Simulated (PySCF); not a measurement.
Gas-phase XPS of (CH3CH2)2CHF, computed

Compound: (CH3CH2)2CHF, C5H11F.
Atom-mapped SMILES: `[CH3:1][CH2:2][CH:3]([F:4])[CH2:5][CH3:6]`

Structure used (PBE0-D3(BJ)/def2-SVP), in Å, numbered top down from 1:
```xyz
17
C5H11F angstrom
C     -2.524    0.350    0.153
C     -1.277   -0.507    0.294
C      0.005    0.264    0.055
F     -0.039    0.803   -1.224
C      1.264   -0.570    0.180
C      2.532    0.226   -0.077
H     -3.438   -0.241    0.308
H     -2.572    0.798   -0.850
H     -2.528    1.173    0.886
H     -1.226   -0.956    1.300
H     -1.309   -1.347   -0.421
H      0.057    1.122    0.753
H      1.190   -1.410   -0.532
H      1.283   -1.016    1.189
H      2.647    1.044    0.653
H      2.507    0.677   -1.079
H      3.427   -0.410   -0.010
```

Method: delta-SCF UKS SCAN, pcX-2 on the ionised atom, pcseg-1 elsewhere, spin-free X2C in PySCF. Vertical ΔSCF values, vacuum level as zero.

**Question.** Give the core binding energies atom by atom.

**Answer.** 
```csv
atom(s),environment,level,binding energy (eV),above the level's lowest (eV),count
C1/C6,methyl carbon,C 1s,290.62,0.00,2
C2/C5,chain CH2 carbon,C 1s,290.74,+0.12,2
C3,sp3 C–F carbon,C 1s,292.66,+2.04,1
F4,alkyl fluorine,F 1s,691.90,0.00,1
```

The listed C 1s values span 2.04 eV, from C1/C6 (bonded to C and 3 H) to C3 (bonded to F, 2 C and H). The widest gap between neighbouring values is 1.92 eV, between 290.74 and 292.66 eV.

**Question.** Which photon energy gives electrons from C 1s of C3 a kinetic energy of 200 eV, and what is their de Broglie wavelength?

**Answer.** hν = 292.66 + 200 = 492.66 eV, recoil neglected; λ = 12.264 Å/√(E/eV) = 0.87 Å.

**Question.** Which photon wavelength matches the C 1s of C3 threshold?

**Answer.** λ = hc/E = 12398.42 eV Å / 292.66 eV = 42.365 Å.

Atoms equivalent by their bonding share one computed value, that of the first of them. Geometry: PBE0-D3(BJ)/def2-SVP, one conformer, isolated molecule.
